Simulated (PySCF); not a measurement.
**Cl, Cl⁺: ionisation energy in pcseg-2**

Wanted: the ionisation energy of chlorine, up a ladder of methods.

Method: unrestricted determinants in a Gaussian basis, no spin-orbit coupling in the energies. Code: PySCF 2.14.0.

### Step 1. The atom as given

- Element: chlorine (Z = 17)
- Basis: pcseg-2
- Hamiltonian: no relativity, point nucleus
- State 1: Cl: [Ne] 3s2 3p5, 2P determinant
- State 2: Cl⁺: [Ne] 3s2 3p4, high-spin 3P determinant
- Methods: UHF, r2SCAN, PBE0, MP2, CCSD(T)
- Core shells frozen in the correlated runs: valence: [Ne] (for Cl)

Outer shells as boxes (Hund's rule):

Cl [Ne] 3s2 3p5
```
[Ne] core
3s [↑↓]
3p [↑↓][↑↓][↑ ]
```

Cl+ [Ne] 3s2 3p4
```
[Ne] core
3s [↑↓]
3p [↑↓][↑ ][↑ ]
```

One driver process ran all states and methods and kept the integrals in memory. Each run is shown as a PySCF script that sums up its settings (the driver passes frozen orbitals as a list and adds second-order terms of double hybrids); the logs are those of the runs themselves. The driver starts from symmetry-adapted Hartree-Fock orbitals, holds the occupation by maximum overlap and uses a logarithmic radial grid for functionals, so a plain start would take other cycles.

It was started by

```bash
> OMP_NUM_THREADS=1 python atomrun2.py TASK.json OUT
```

The integrals over 34 functions and the set-up took 0.04 s of CPU time.

### Step 2. Cl, method by method

#### UHF

File input.py:

```python
from pyscf import gto, scf, dft, mp, cc
import basis_set_exchange as bse
mol = gto.M(atom="Cl 0 0 0", charge=0, spin=1, symmetry="D2h",
            basis=gto.basis.parse(bse.get_basis("pcseg-2", elements=["Cl"], fmt="nwchem", header=False)))
mf = scf.UHF(mol)
mf.irrep_nelec = {'Ag': (3, 3), 'B1u': (2, 2), 'B2u': (2, 2), 'B3u': (2, 1)}
mf.kernel()
```

Log:

```text
damping factor = 0
level_shift factor = 0
DIIS = <class 'pyscf.scf.diis.CDIIS'>
diis_start_cycle = 1
diis_space = 10
diis_damp = 0
SCF conv_tol = 1e-09
SCF conv_tol_grad = None
number electrons alpha = 9  beta = 8
cycle= 1 E= -459.477377553436  delta_E= -0.00545  |g|= 0.0317  |ddm|= 0.057
cycle= 2 E= -459.478053006922  delta_E= -0.000675  |g|= 0.012  |ddm|= 0.021
cycle= 3 E= -459.478173394134  delta_E= -0.00012  |g|= 0.00104  |ddm|= 0.0137
cycle= 4 E= -459.478174884984  delta_E= -1.49e-06  |g|= 0.000321  |ddm|= 0.00211
cycle= 5 E= -459.478175032005  delta_E= -1.47e-07  |g|= 9.16e-05  |ddm|= 0.00077
cycle= 6 E= -459.47817504274  delta_E= -1.07e-08  |g|= 2.34e-05  |ddm|= 0.000242
cycle= 7 E= -459.478175043471  delta_E= -7.31e-10  |g|= 1.73e-06  |ddm|= 6.91e-05
converged SCF energy = -459.478175043471  <S^2> = 0.75867259  2S+1 = 2.0086539
```

Time after the integrals: 0.09 s (1 thread of Neoverse-V2, shared host).

Orbital energies by shell (radii are means over both spins):

```
shell  electrons  mean orbital energy (eV)  spread (eV)  rms radius (bohr)
 1s α          1                   -2852.9            0              0.106
 1s β          1                   -2852.6            0              0.106
 2s α          1                   -288.48            0              0.482
 2s β          1                   -288.17            0              0.482
 2p α          3                   -219.67        0.671              0.452
 2p β          3                   -219.11        0.527              0.452
 3s α          1                   -30.895            0               1.68
 3s β          1                   -27.606            0               1.68
 3p α          3                   -14.385        2.127               2.02
 3p β          2                   -13.079            0               2.02
```

⟨S²⟩ = 0.759, ⟨L²⟩ = 2.03.

#### r2SCAN

input.py, as changed from the run before:

```diff
@@ -4,3 +4,3 @@
             basis=gto.basis.parse(bse.get_basis("pcseg-2", elements=["Cl"], fmt="nwchem", header=False)))
-mf = scf.UHF(mol)
+mf = dft.UKS(mol, xc="R2SCAN")
 mf.irrep_nelec = {'Ag': (3, 3), 'B1u': (2, 2), 'B2u': (2, 2), 'B3u': (2, 1)}
```

Log:

```text
damping factor = 0
level_shift factor = 0
DIIS = <class 'pyscf.scf.diis.CDIIS'>
diis_start_cycle = 1
diis_space = 10
diis_damp = 0
SCF conv_tol = 1e-09
SCF conv_tol_grad = None
number electrons alpha = 9  beta = 8
XC functionals = R2SCAN
    J. W. Furness, A. D. Kaplan, J. Ning, J. P. Perdew, and J. Sun.,  J. Phys. Chem. Lett. 11, 8208-8215 (2020)
    J. W. Furness, A. D. Kaplan, J. Ning, J. P. Perdew, and J. Sun.,  J. Phys. Chem. Lett. 11, 9248-9248 (2020)
    J. W. Furness, A. D. Kaplan, J. Ning, J. P. Perdew, and J. Sun.,  J. Phys. Chem. Lett. 11, 8208-8215 (2020)
    J. W. Furness, A. D. Kaplan, J. Ning, J. P. Perdew, and J. Sun.,  J. Phys. Chem. Lett. 11, 9248-9248 (2020)
cycle= 1 E= -460.124087394683  delta_E= -0.00633  |g|= 0.0195  |ddm|= 0.0754
cycle= 2 E= -460.124255447524  delta_E= -0.000168  |g|= 0.00692  |ddm|= 0.0255
cycle= 3 E= -460.12427572374  delta_E= -2.03e-05  |g|= 0.00394  |ddm|= 0.012
cycle= 4 E= -460.1242815848  delta_E= -5.86e-06  |g|= 0.000343  |ddm|= 0.00388
cycle= 5 E= -460.124281688581  delta_E= -1.04e-07  |g|= 2.33e-05  |ddm|= 0.00058
cycle= 6 E= -460.124281689505  delta_E= -9.24e-10  |g|= 2.35e-06  |ddm|= 7.9e-05
converged SCF energy = -460.124281689505  <S^2> = 0.75505124  2S+1 = 2.0050449
```

Time after the integrals: 0.36 s (1 thread of Neoverse-V2, shared host).

#### PBE0

input.py, as changed from the run before:

```diff
@@ -4,3 +4,3 @@
             basis=gto.basis.parse(bse.get_basis("pcseg-2", elements=["Cl"], fmt="nwchem", header=False)))
-mf = dft.UKS(mol, xc="R2SCAN")
+mf = dft.UKS(mol, xc="PBE0")
 mf.irrep_nelec = {'Ag': (3, 3), 'B1u': (2, 2), 'B2u': (2, 2), 'B3u': (2, 1)}
```

Log:

```text
damping factor = 0
level_shift factor = 0
DIIS = <class 'pyscf.scf.diis.CDIIS'>
diis_start_cycle = 1
diis_space = 10
diis_damp = 0
SCF conv_tol = 1e-09
SCF conv_tol_grad = None
number electrons alpha = 9  beta = 8
XC functionals = PBE0
    C. Adamo and V. Barone.,  J. Chem. Phys. 110, 6158 (1999)
    M. Ernzerhof and G. E. Scuseria.,  J. Chem. Phys. 110, 5029 (1999)
cycle= 1 E= -460.005580913096  delta_E= -0.0061  |g|= 0.0182  |ddm|= 0.082
cycle= 2 E= -460.005741218758  delta_E= -0.00016  |g|= 0.00675  |ddm|= 0.0249
cycle= 3 E= -460.005762046679  delta_E= -2.08e-05  |g|= 0.00314  |ddm|= 0.0108
cycle= 4 E= -460.005765830733  delta_E= -3.78e-06  |g|= 0.00031  |ddm|= 0.00296
cycle= 5 E= -460.005765913048  delta_E= -8.23e-08  |g|= 1.83e-05  |ddm|= 0.000468
cycle= 6 E= -460.005765913478  delta_E= -4.3e-10  |g|= 2.48e-06  |ddm|= 4.66e-05
converged SCF energy = -460.005765913478  <S^2> = 0.75365615  2S+1 = 2.0036528
```

It took 0.18 s on 1 thread of Neoverse-V2, shared host, the integrals not counted.

#### MP2 (valence)

input.py, as changed from the run before:

```diff
@@ -4,4 +4,5 @@
             basis=gto.basis.parse(bse.get_basis("pcseg-2", elements=["Cl"], fmt="nwchem", header=False)))
-mf = dft.UKS(mol, xc="PBE0")
+mf = scf.UHF(mol)
 mf.irrep_nelec = {'Ag': (3, 3), 'B1u': (2, 2), 'B2u': (2, 2), 'B3u': (2, 1)}
 mf.kernel()
+mp.UMP2(mf, frozen=5).kernel()
```

The driver printed no log here.

It took 0.01 s on 1 thread of Neoverse-V2, shared host, the integrals not counted.

With 7 electrons correlated, the MP2 correlation energy is -0.14784 hartree (-0.03436 same spin, -0.11348 opposite spin); the SCS form gives -0.14763. Largest pairs of shells: 3p-3p -0.0908, 3s-3p -0.0485, 3s-3s -0.0086.

#### CCSD(T) (valence)

input.py, as changed from the run before:

```diff
@@ -7,2 +7,3 @@
 mf.kernel()
-mp.UMP2(mf, frozen=5).kernel()
+mycc = cc.CCSD(mf, frozen=5).run()
+mycc.ccsd_t()
```

Log:

```text
CC2 = 0
CCSD nocc = (np.int64(4), np.int64(3)), nmo = (29, 29)
frozen orbitals [[0, 1, 2, 3, 4], [0, 1, 2, 3, 4]]
max_cycle = 100
direct = 0
conv_tol = 1e-08
conv_tol_normt = 1e-06
diis_space = 8
diis_start_cycle = 0
Init t2, MP2 energy = -0.147840219408584
Init E_corr(UCCSD) = -0.147840219410506
cycle = 1  E_corr(UCCSD) = -0.165767952175525  dE = -0.0179277328  norm(t1,t2) = 0.0383561
cycle = 2  E_corr(UCCSD) = -0.169419138217114  dE = -0.00365118604  norm(t1,t2) = 0.012002
cycle = 3  E_corr(UCCSD) = -0.170996347213515  dE = -0.001577209  norm(t1,t2) = 0.00475486
cycle = 4  E_corr(UCCSD) = -0.170938272283476  dE = 5.807493e-05  norm(t1,t2) = 0.00060503
cycle = 5  E_corr(UCCSD) = -0.170939653629844  dE = -1.38134637e-06  norm(t1,t2) = 0.000103518
cycle = 6  E_corr(UCCSD) = -0.170939965957782  dE = -3.12327938e-07  norm(t1,t2) = 2.77872e-05
cycle = 7  E_corr(UCCSD) = -0.170939930947211  dE = 3.50105714e-08  norm(t1,t2) = 8.19901e-06
cycle = 8  E_corr(UCCSD) = -0.170939924280684  dE = 6.66652708e-09  norm(t1,t2) = 1.98475e-06
cycle = 9  E_corr(UCCSD) = -0.170939918554131  dE = 5.72655284e-09  norm(t1,t2) = 3.17086e-07
UCCSD converged
E(UCCSD) = -459.6491149620247  E_corr = -0.1709399185541307
UCCSD(T) correction = -0.00464639350544619
```

It took 0.36 s on 1 thread of Neoverse-V2, shared host, the integrals not counted.

CCSD correlation -0.17094 hartree, triples -0.00465; total -459.653761. T1 = 0.007, largest double amplitude 0.047.

Radial density 4πr²ρ of Cl at UHF:

```
r (bohr)   density  spin density
 0.00194     0.143         0.000
 0.00326     0.385         0.000
 0.00549      1.01         0.000
 0.00923      2.52         0.000
  0.0155      5.76         0.000
  0.0261      11.4         0.001
  0.0439      17.8         0.004
  0.0739      19.1         0.018
   0.124      14.2         0.062
   0.209      15.6         0.130
   0.352      18.9         0.088
   0.591      8.07         0.010
   0.995      3.78         0.420
    1.67      4.05         0.593
    2.81      1.01         0.145
    4.73    0.0538         0.006
    7.96  2.01e-05         0.000
```

### Step 3. Cl⁺

#### UHF

File input.py:

```python
from pyscf import gto, scf, dft, mp, cc
import basis_set_exchange as bse
mol = gto.M(atom="Cl 0 0 0", charge=1, spin=2, symmetry="D2h",
            basis=gto.basis.parse(bse.get_basis("pcseg-2", elements=["Cl"], fmt="nwchem", header=False)))
mf = scf.UHF(mol)
mf.irrep_nelec = {'Ag': (3, 3), 'B1u': (2, 1), 'B2u': (2, 2), 'B3u': (2, 1)}
mf.kernel()
```

Log:

```text
damping factor = 0
level_shift factor = 0
DIIS = <class 'pyscf.scf.diis.CDIIS'>
diis_start_cycle = 1
diis_space = 10
diis_damp = 0
SCF conv_tol = 1e-09
SCF conv_tol_grad = None
number electrons alpha = 9  beta = 7
cycle= 1 E= -459.04381492345  delta_E= -0.00608  |g|= 0.034  |ddm|= 0.0619
cycle= 2 E= -459.044599397503  delta_E= -0.000784  |g|= 0.013  |ddm|= 0.0233
cycle= 3 E= -459.04474102119  delta_E= -0.000142  |g|= 0.000915  |ddm|= 0.0151
cycle= 4 E= -459.044741988708  delta_E= -9.68e-07  |g|= 0.000215  |ddm|= 0.00164
cycle= 5 E= -459.04474204192  delta_E= -5.32e-08  |g|= 3.28e-05  |ddm|= 0.000486
cycle= 6 E= -459.044742042836  delta_E= -9.16e-10  |g|= 7.57e-06  |ddm|= 7.63e-05
converged SCF energy = -459.044742042836  <S^2> = 2.0098591  2S+1 = 3.0065655
```

Time after the integrals: 0.07 s (1 thread of Neoverse-V2, shared host).

The occupied shells:

```
shell  electrons  mean orbital energy (eV)  spread (eV)  rms radius (bohr)
 1s α          1                   -2866.1            0              0.106
 1s β          1                   -2865.4            0              0.106
 2s α          1                   -301.41            0              0.482
 2s β          1                   -300.71            0              0.482
 2p α          3                   -232.70        0.752              0.451
 2p β          3                   -231.45        0.586              0.451
 3s α          1                   -43.525            0               1.63
 3s β          1                   -36.612            0               1.63
 3p α          3                   -26.356        2.247               1.86
 3p β          1                   -23.642            0               1.86
```

⟨S²⟩ = 2.010, ⟨L²⟩ = 2.03.

#### r2SCAN

input.py, as changed from the run before:

```diff
@@ -4,3 +4,3 @@
             basis=gto.basis.parse(bse.get_basis("pcseg-2", elements=["Cl"], fmt="nwchem", header=False)))
-mf = scf.UHF(mol)
+mf = dft.UKS(mol, xc="R2SCAN")
 mf.irrep_nelec = {'Ag': (3, 3), 'B1u': (2, 1), 'B2u': (2, 2), 'B3u': (2, 1)}
```

Log:

```text
damping factor = 0
level_shift factor = 0
DIIS = <class 'pyscf.scf.diis.CDIIS'>
diis_start_cycle = 1
diis_space = 10
diis_damp = 0
SCF conv_tol = 1e-09
SCF conv_tol_grad = None
number electrons alpha = 9  beta = 7
XC functionals = R2SCAN
    J. W. Furness, A. D. Kaplan, J. Ning, J. P. Perdew, and J. Sun.,  J. Phys. Chem. Lett. 11, 8208-8215 (2020)
    J. W. Furness, A. D. Kaplan, J. Ning, J. P. Perdew, and J. Sun.,  J. Phys. Chem. Lett. 11, 9248-9248 (2020)
    J. W. Furness, A. D. Kaplan, J. Ning, J. P. Perdew, and J. Sun.,  J. Phys. Chem. Lett. 11, 8208-8215 (2020)
    J. W. Furness, A. D. Kaplan, J. Ning, J. P. Perdew, and J. Sun.,  J. Phys. Chem. Lett. 11, 9248-9248 (2020)
cycle= 1 E= -459.644902231366  delta_E= -0.0068  |g|= 0.0192  |ddm|= 0.0785
cycle= 2 E= -459.645057539576  delta_E= -0.000155  |g|= 0.00301  |ddm|= 0.0164
cycle= 3 E= -459.64506329869  delta_E= -5.76e-06  |g|= 0.000641  |ddm|= 0.00343
cycle= 4 E= -459.645063575957  delta_E= -2.77e-07  |g|= 0.000258  |ddm|= 0.00106
cycle= 5 E= -459.645063595533  delta_E= -1.96e-08  |g|= 1.15e-05  |ddm|= 0.00027
cycle= 6 E= -459.645063595682  delta_E= -1.49e-10  |g|= 5.51e-07  |ddm|= 3.15e-05
converged SCF energy = -459.645063595682  <S^2> = 2.0057925  2S+1 = 3.0038592
```

Time after the integrals: 0.34 s (1 thread of Neoverse-V2, shared host).

#### PBE0

input.py, as changed from the run before:

```diff
@@ -4,3 +4,3 @@
             basis=gto.basis.parse(bse.get_basis("pcseg-2", elements=["Cl"], fmt="nwchem", header=False)))
-mf = dft.UKS(mol, xc="R2SCAN")
+mf = dft.UKS(mol, xc="PBE0")
 mf.irrep_nelec = {'Ag': (3, 3), 'B1u': (2, 1), 'B2u': (2, 2), 'B3u': (2, 1)}
```

Log:

```text
damping factor = 0
level_shift factor = 0
DIIS = <class 'pyscf.scf.diis.CDIIS'>
diis_start_cycle = 1
diis_space = 10
diis_damp = 0
SCF conv_tol = 1e-09
SCF conv_tol_grad = None
number electrons alpha = 9  beta = 7
XC functionals = PBE0
    C. Adamo and V. Barone.,  J. Chem. Phys. 110, 6158 (1999)
    M. Ernzerhof and G. E. Scuseria.,  J. Chem. Phys. 110, 5029 (1999)
cycle= 1 E= -459.528598193988  delta_E= -0.00635  |g|= 0.0175  |ddm|= 0.084
cycle= 2 E= -459.528743786261  delta_E= -0.000146  |g|= 0.00306  |ddm|= 0.0165
cycle= 3 E= -459.528750321765  delta_E= -6.54e-06  |g|= 0.000884  |ddm|= 0.00405
cycle= 4 E= -459.528750689279  delta_E= -3.68e-07  |g|= 0.000295  |ddm|= 0.00121
cycle= 5 E= -459.528750715196  delta_E= -2.59e-08  |g|= 7.52e-06  |ddm|= 0.000279
cycle= 6 E= -459.528750715249  delta_E= -5.25e-11  |g|= 7.29e-07  |ddm|= 1.48e-05
converged SCF energy = -459.528750715249  <S^2> = 2.0040922  2S+1 = 3.0027269
```

Time after the integrals: 0.18 s (1 thread of Neoverse-V2, shared host).

#### MP2 (valence)

input.py, as changed from the run before:

```diff
@@ -4,4 +4,5 @@
             basis=gto.basis.parse(bse.get_basis("pcseg-2", elements=["Cl"], fmt="nwchem", header=False)))
-mf = dft.UKS(mol, xc="PBE0")
+mf = scf.UHF(mol)
 mf.irrep_nelec = {'Ag': (3, 3), 'B1u': (2, 1), 'B2u': (2, 2), 'B3u': (2, 1)}
 mf.kernel()
+mp.UMP2(mf, frozen=5).kernel()
```

This step left no log, only its results.

It took 0.01 s on 1 thread of Neoverse-V2, shared host, the integrals not counted.

With 6 electrons correlated, the MP2 correlation energy is -0.11682 hartree (-0.02711 same spin, -0.08971 opposite spin); the SCS form gives -0.11669. Largest pairs of shells: 3p-3p -0.0548, 3s-3p -0.0534, 3s-3s -0.0087.

#### CCSD(T) (valence)

input.py, as changed from the run before:

```diff
@@ -7,2 +7,3 @@
 mf.kernel()
-mp.UMP2(mf, frozen=5).kernel()
+mycc = cc.CCSD(mf, frozen=5).run()
+mycc.ccsd_t()
```

Log:

```text
CC2 = 0
CCSD nocc = (np.int64(4), np.int64(2)), nmo = (29, 29)
frozen orbitals [[0, 1, 2, 3, 4], [0, 1, 2, 3, 4]]
max_cycle = 100
direct = 0
conv_tol = 1e-08
conv_tol_normt = 1e-06
diis_space = 8
diis_start_cycle = 0
Init t2, MP2 energy = -0.11681774494244
Init E_corr(UCCSD) = -0.11681774497733
cycle = 1  E_corr(UCCSD) = -0.135472784041195  dE = -0.0186550391  norm(t1,t2) = 0.0413106
cycle = 2  E_corr(UCCSD) = -0.139570122067549  dE = -0.00409733803  norm(t1,t2) = 0.0134478
cycle = 3  E_corr(UCCSD) = -0.141446688095372  dE = -0.00187656603  norm(t1,t2) = 0.00531279
cycle = 4  E_corr(UCCSD) = -0.141393804549679  dE = 5.28835457e-05  norm(t1,t2) = 0.000608206
cycle = 5  E_corr(UCCSD) = -0.141396637421251  dE = -2.83287157e-06  norm(t1,t2) = 7.89287e-05
cycle = 6  E_corr(UCCSD) = -0.141396369841108  dE = 2.67580143e-07  norm(t1,t2) = 1.46334e-05
cycle = 7  E_corr(UCCSD) = -0.141396649131854  dE = -2.79290746e-07  norm(t1,t2) = 2.90376e-06
cycle = 8  E_corr(UCCSD) = -0.141396547412818  dE = 1.01719037e-07  norm(t1,t2) = 8.2356e-07
cycle = 9  E_corr(UCCSD) = -0.14139656772561  dE = -2.03127926e-08  norm(t1,t2) = 1.42767e-07
cycle = 10  E_corr(UCCSD) = -0.141396565664512  dE = 2.06109821e-09  norm(t1,t2) = 2.75346e-08
UCCSD converged
E(UCCSD) = -459.1861386085009  E_corr = -0.1413965656645119
UCCSD(T) correction = -0.00377845236811629
```

Time after the integrals: 0.33 s (1 thread of Neoverse-V2, shared host).

CCSD correlation -0.14140 hartree, triples -0.00378; total -459.189917. T1 = 0.008, largest double amplitude 0.055.

Radial density 4πr²ρ of Cl⁺ at UHF:

```
r (bohr)  density  spin density
 0.00194    0.143         0.000
 0.00326    0.386         0.000
 0.00549     1.01         0.000
 0.00923     2.52         0.000
  0.0155     5.76         0.001
  0.0261     11.4         0.003
  0.0439     17.8         0.010
  0.0739     19.1         0.040
   0.124     14.2         0.139
   0.209     15.6         0.291
   0.352     18.9         0.194
   0.591     8.07         0.024
   0.995     3.71         0.937
    1.67     3.62         1.222
    2.81    0.664         0.237
    4.73   0.0195         0.006
```

### Step 4. How the shells move

Highest occupied Hartree-Fock shell of each state: Cl 3p β at -13.079 eV; Cl⁺ 3p β at -23.642 eV.

### Step 5. Differences of total energies

Ionisation energy: Cl [Ne] 3s2 3p5 (2P) → Cl⁺ [Ne] 3s2 3p4 (3P).

```
           method  value (eV)  error (eV)  CPU time, both states (s)
              UHF      11.794      -1.179                       0.16
           r2SCAN      13.040      +0.067                        0.7
             PBE0      12.980      +0.007                       0.36
    MP2 (valence)      12.638      -0.335                       0.18
SCS-MP2 (valence)      12.636      -0.337                       0.18
   CCSD (valence)      12.598      -0.375                           
CCSD(T) (valence)      12.622      -0.352                       0.85
```

Reference: 12.974 eV (measured; NIST levels, between the centres of gravity of the two terms). Errors of the correlated levels include the incompleteness of this basis.

Times are CPU seconds on a shared host without the integrals; correlated rows include their Hartree-Fock run, whose time holds the symmetry-adapted start and any spin-orbit constants, while functionals begin from orbitals already made.

### Step 6. What came out

```
             quantity                                                      value
ionisation energy, Cl  UHF 11.794, CCSD(T) (valence) 12.622 eV; reference 12.974
```

Each level's miss and price (over 1 difference):

```
           method  mean absolute miss against the measured value (with the measured fine structure taken into account where it is known) (eV)  CPU time, both states (s)
              UHF                                                                                                                       1.179                       0.16
           r2SCAN                                                                                                                       0.067                        0.7
             PBE0                                                                                                                       0.007                       0.36
    MP2 (valence)                                                                                                                       0.335                       0.18
SCS-MP2 (valence)                                                                                                                       0.337                       0.18
   CCSD (valence)                                                                                                                       0.375                           
CCSD(T) (valence)                                                                                                                       0.352                       0.85
```

What this shows: PBE0 lands nearest to the measured value (off by 0.01 eV); UHF misses by most (1.18 eV). Hartree-Fock falls short because the species with more electrons holds more correlation energy, which it lacks. The basis is finite, and no extrapolation was made. The dearest level timed, CCSD(T) (valence), costs 5.3 times the cheapest, UHF, and differs from the measured value (with the measured fine structure taken into account where it is known) by 0.35 against 1.18 eV.
